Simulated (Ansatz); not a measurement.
## How far each method lies from RCCSDT(Q) for B–SiH–Cl, doublet

Geometry: displaced at random from a stationary point.

```xyz
4

B    -0.0211   -0.7888    2.3277
Si   -0.0220    0.3962    0.7095
Cl    0.0260   -0.1268   -1.2932
H    -0.0768    1.8811    0.7508
```

Basis cc-pVDZ; Ansatz 0.2.0. Only valence electrons are correlated (noble-gas cores frozen), which leaves 15 electrons in 44 orbitals. Prefix R: restricted or restricted open-shell reference; prefix U: unrestricted. Active spaces: frontier = (9e, 9o) about the gap.

Full CI isn't at hand for all of this; RCCSDT(Q) serves as the reference, and is uncertain by the last step of the cluster series or more. The frozen core follows each run's orbitals, which can shift R against U totals by a few meV.

Unrestricted rows (U) aren't spin-pure: their determinants' ⟨S²⟩ exceeds S(S+1) by up to 0.68, so they mix in states of higher spin. For open shells CISD is restricted-active-space CI with the open shells as a complete middle space.

```
UHF ⟨S²⟩                          : 1.430
T1 diagnostic (RCCSD)             : 0.0208
largest doubles amplitude (RCCSD) : 0.105
T1 diagnostic (UCCSD)             : 0.0772
```

```tsv
level	E − E(RCCSDT(Q)) (kJ/mol)	share of correlation (%)	wall time
RHF	874.3	0.00	–
UHF	830.9	4.96	–
RMP2	159.0	81.81	–
UMP2	164.7	81.16	–
CISD	134.1	84.66	17 s
RCCSD	33.4	96.18	–
UCCSD	35.2	95.97	–
RCCSD(T)	6.8	99.22	24 s
UCCSD(T)	9.2	98.95	44 s
BCCD(T)	6.6	99.24	18 s
RCCSDT	2.0	99.77	–
UCCSDT	2.4	99.72	–
UCCSDT(Q)	0.0	100.00	11 min
```

The correlation energy at RCCSDT(Q), counted from RHF, is -9.061 eV. That run took 5.7 min on 1 thread of Intel Xeon Platinum 8259CL, shared host.

Run but not shown, since their state, orbitals or frozen core can't be matched to the reference's or they repeat it: CASSCF (frontier space), NEVPT2 (frontier space), MRCISD (frontier space), MRCISD+Q (frontier space).

Times hold each run's SCF and search for its determinant on a shared host, so for small cases they say little of a method's own cost; they ran on 1 thread of Intel Xeon Platinum 8259CL. Some runs computed forces too.
